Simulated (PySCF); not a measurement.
## CS, singlet in 6-31G*: errors against RCCSDT(Q)

Geometry: MP2(full)/6-31G*, from the G2/97 set.

| atom | x (Å) | y (Å) | z (Å) |
| --- | --- | --- | --- |
| C | 0.0000 | 0.0000 | 0.0000 |
| S | 0.0000 | 0.0000 | 1.5447 |

Basis 6-31G* (Cartesian d functions); PySCF 2.14.0. Correlated methods freeze the noble-gas cores, which leaves 10 electrons in 28 orbitals. R marks a restricted (for open shells ROHF) determinant.

Full CI isn't at hand for all of this; RCCSDT(Q) serves as the reference, and is uncertain by the last step of the cluster series or more.

```
T1 diagnostic (ROHF- or RHF-based CCSD)             : 0.0281
largest doubles amplitude (ROHF- or RHF-based CCSD) : 0.100
```

From what is known of these methods and the diagnostics, rank them by the size of their error in total energy against RCCSDT(Q) in 6-31G*, smallest first (an estimate: the text doesn't fix the numbers).
A. RCCSD(T)
B. RHF
C. RCCSDT
D. RMP2
E. RCCSD

C (0.87 mEh), A (1.76 mEh), E (16.42 mEh), D (33.18 mEh), B (272.23 mEh).

All errors are against RCCSDT(Q) in 6-31G*. Within each family the higher level lies nearer, as is usual though not guaranteed.

Atomization energy (electronic, same basis, no zero-point term; atoms at the same level, unrestricted beside the R rows where the molecule is a closed shell; the atoms' step beyond CCSDT comes from their full CI) at RCCSDT(Q): 656.8 kJ/mol. Errors of other levels:

```json
{"level": "RHF", "error (kJ/mol)": "-271.4"}
{"level": "RMP2", "error (kJ/mol)": "16.1"}
{"level": "RCCSD", "error (kJ/mol)": "-35.4"}
{"level": "RCCSD(T)", "error (kJ/mol)": "-2.9"}
{"level": "RCCSDT", "error (kJ/mol)": "-2.1"}
```

This basis is far from its limit, so the value isn't to be set against a measured one.
